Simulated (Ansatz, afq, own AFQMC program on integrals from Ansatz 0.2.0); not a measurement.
# Atomization energy of Ge2H3, doublet

| atom | x (Å) | y (Å) | z (Å) |
| --- | --- | --- | --- |
| Ge | 0.0000 | 0.0132 | 1.1812 |
| Ge | 0.0000 | -0.0343 | -1.2234 |
| H | 0.0000 | 1.2193 | 2.1518 |
| H | 0.0000 | -1.2552 | 2.0686 |
| H | 0.0000 | 1.5605 | -1.1845 |

Connectivity, by distances: GeH2–GeH.

Atoms in their ground-state spins without spin–orbit coupling (mostly on UHF) minus the molecule (UHF), without zero-point energy. The geometry is a stationary point, not shown to be a minimum.

Basis aug-cc-pVDZ. Only valence electrons are correlated. Integrals, coupled cluster, full CI and functionals: Ansatz 0.2.0; the random walks run on the same integrals in our own AFQMC program. ph-AFQMC/CISD is guided by a CISD state made of CCSD amplitudes; releasing the constraint for a short imaginary time cuts its bias at the price of noise, slowly where states lie close. Uncertainties: one standard error, sampling alone. No spin–orbit coupling. The errors of all members are added in quadrature.

No full CI on the walks' own integrals is used here; CCSDT(Q) serves as the reference and is uncertain by about the last step of the cluster series. Each member takes its own surest rung, up to full CI.

Errors are counted within aug-cc-pVDZ, not against nature.

Cautions: inner d shell frozen; no relativity below Rb; no spin-orbit coupling.

Reference (CCSDT(Q)): 238.8 kcal/mol.

```tsv
level	atomization energy (kcal/mol)	error against CCSDT(Q) (kcal/mol)
HF	175.7	-63.1
MP2	230.0	-8.7
CCSD	234.7	-4.0
CCSD(T)	238.1	-0.7
CCSDT	238.6	-0.2
ph-AFQMC/HF	241.4 ± 0.7	2.6 ± 0.7
ph-AFQMC/CISD	238.6 ± 0.1	-0.2 ± 0.1
released AFQMC	238.6 ± 0.1	-0.2 ± 0.1
```

Correlation beyond CCSD(T) adds 0.7 kcal/mol. The perturbative (T) step is worth +3.3 kcal/mol.

A walk keeps the symmetry of its determinant, which the program's search chose and which needn't be the lowest solution, so a lower state of the same spin and another symmetry isn't excluded. Released energies are given only where the last usable release times agree within the noise; a slower fall can still hide under it.
